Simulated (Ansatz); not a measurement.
This geometry of C2H7NOS (12 atoms, charge 0, multiplicity 1) is a first-order saddle point.

Computed with Ansatz 0.2.0, RKS B3LYP/def2-SVP.

```xyz
12
Properties=species:S:1:pos:R:3
N -1.127 -1.890 0.640
C -0.833 -0.583 0.199
S 0.699 -0.508 -0.909
C 0.998 1.295 -0.821
O 1.342 1.761 0.458
H -1.885 -2.409 0.225
H -0.786 -2.215 1.532
H -1.666 -0.163 -0.386
H -0.610 0.109 1.025
H 1.780 1.493 -1.579
H 0.091 1.843 -1.122
H 2.075 1.213 0.774
```

**Question.** Which two structures does it join? (They come from a converged band through this point; their orientation in space is the band's.)

**Answer.** No bond is made or broken. The height of N1 over the plane of its neighbours goes from 0.36 to -0.37 Å.

Image 0:

```xyz
12
Properties=species:S:1:pos:R:3
N -1.292 -1.782 0.801
C -0.954 -0.511 0.239
S 0.553 -0.529 -0.886
C 0.993 1.251 -0.806
O 1.358 1.699 0.468
H -1.539 -2.463 0.084
H -0.518 -2.171 1.341
H -1.805 -0.123 -0.343
H -0.714 0.212 1.032
H 1.792 1.375 -1.561
H 0.131 1.859 -1.121
H 2.073 1.127 0.785
```

Image 8:

```xyz
12
Properties=species:S:1:pos:R:3
N -1.035 -1.949 0.511
C -0.915 -0.589 0.037
S 0.584 -0.465 -1.038
C 0.998 1.299 -0.758
O 1.342 1.616 0.562
H -1.958 -2.114 0.912
H -0.340 -2.150 1.230
H -1.805 -0.343 -0.564
H -0.793 0.190 0.814
H 1.809 1.504 -1.483
H 0.138 1.933 -1.023
H 2.050 1.012 0.832
```

**Question.** How far does it lie above each of them?

**Answer.** 4.3 kcal/mol above the first and 1.5 kcal/mol above the second. This is the barrier of this one path; another mechanism may lie lower.

Time of the run: 4.1 min on 2 threads of Arm Neoverse V1, with other jobs on the host, peak memory 0.24 GiB.
